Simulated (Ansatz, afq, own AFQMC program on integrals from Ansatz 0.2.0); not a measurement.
Two steps: Ansatz 0.2.0 writes the Fock matrix and Cholesky factors of the valence space, and afq projects on them the lowest state that overlaps trial and start.

```yaml
crystal:
  periodic: [false, false, false]
  atoms:
    - {symbol: Si, position_ang: [0.000000, 0.000000, 0.000000]}
    - {symbol: B, position_ang: [0.000000, 0.000000, 1.524000]}
basis:
  gaussian: {orbitals: 6-31G}
magnetization: {spin_polarized: false, initial_magnetization: 1}
correlation: {method: ccsd_t, electrons: outside_noble_gas, hamiltonian_folder: ham}
```

```sh
$ ansatz run in.yaml --threads 1 --pin off --events-out ev --progress --plain --max-ram 24576MiB --backend cuda --devices 0, --max-vram 18GiB
```

afq runs on the folder ham with

```
--method phaseless --trial hf --walkers 4000 --populations 20 --least-time 40 --time-step 0.005 --steps-per-block 20 --equilibration-blocks 112 --max-blocks 4000 --target-error 0.0008 --factor-cut 1e-05 --start spin_pure --seed 1425 --taylor-order 6
```

Times are imaginary, in 1/Eh. The walk had a cap of 49 s. With eight or more populations the least sampling time is a fifth of least-time, and the error comes from their spread.

afq prints:

```
orbitals 16  electrons 4 3  factors 94 of 266
reference energy -313.26566874 Eh
CCSD correlation -0.12787039 Eh in 17 cycles, weight of the determinant in the CISD state 0.7867
energy of the start -313.265669 Eh
 block  time / (1/Eh)  mean weight  energy / Eh
     1     0.100  1.0001  -313.278157
     2     0.200  1.0005  -313.289211
     3     0.300  1.0006  -313.299434
     4     0.400  1.0004  -313.307344
     5     0.500  1.0005  -313.314570
     7     0.700  1.0003  -313.327208
     9     0.900  1.0005  -313.339175
    15     1.500  1.0002  -313.358644
    29     2.900  1.0001  -313.375067
    43     4.300  1.0000  -313.387656
    57     5.700  0.9999  -313.391098
    71     7.100  1.0000  -313.403901
    85     8.500  0.9999  -313.394390
    99     9.900  0.9999  -313.389191
   113    11.300  0.9999  -313.389364
   127    12.700  1.0002  -313.389547
   141    14.100  1.0003  -313.392209
   155    15.500  0.9998  -313.393151
   169    16.900  0.9996  -313.389930
   183    18.300  1.0001  -313.390260
   197    19.700  1.0001  -313.390758
   211    21.100  1.0000  -313.391540
   225    22.500  1.0001  -313.391162
   239    23.900  1.0000  -313.399062
   253    25.300  1.0002  -313.393066
   267    26.700  1.0000  -313.390305
   281    28.100  0.9997  -313.389760
   288    28.800  1.0001  -313.392513
error from the spread of 20 populations
energy -313.391999 +/- 0.000782 Eh
(rows thinned)
```

The run passed its tests (sampling time, drift between the halves within three errors, error under three times the target), which doesn't prove that it has relaxed.

Against this walk (error 21.3 meV) on the same determinant: CCSD(T) 287.4 meV lower, CCSDT(Q) 323.8 meV lower, CCSDTQ 328.1 meV lower, full CI 331.1 meV lower, a separate phaseless walk with a CISD trial and standard settings 242.7 ± 21.7 meV lower. The error is statistical and leaves out the bias of the constraint. Full CI is exact here, so the walk's 331 meV above it is the walk's own error: the bias of the constraint with this trial. The determinant is a poor start (see the cautions), so the low cluster orders aren't to be relied on, and full CI is the sure value.

Cautions: constraint bias not in the error; a spin-contaminated unrestricted determinant lies lower (UHF 731 meV lower, ⟨S²⟩ 1.89); strong correlation (T1 0.082, weight of the determinant 0.79, largest double 0.21); (T) is large, 7 % of the CCSD correlation.

The walk took 24 s on 1 × NVIDIA H100 80GB HBM3 with 2 threads of AMD EPYC 7R13 Processor (Zen 3) (shared host) (the card was shared). The log's last line is the phaseless energy.

CCSDT and higher add their correlation energy to the determinant of the CCSD(T) run, since their own runs factorise the integrals more tightly (a shift of under 2 meV). A walk keeps the symmetry of its determinant, which the program's search chose and which needn't be the lowest solution, so a lower state of the same spin and another symmetry isn't excluded.
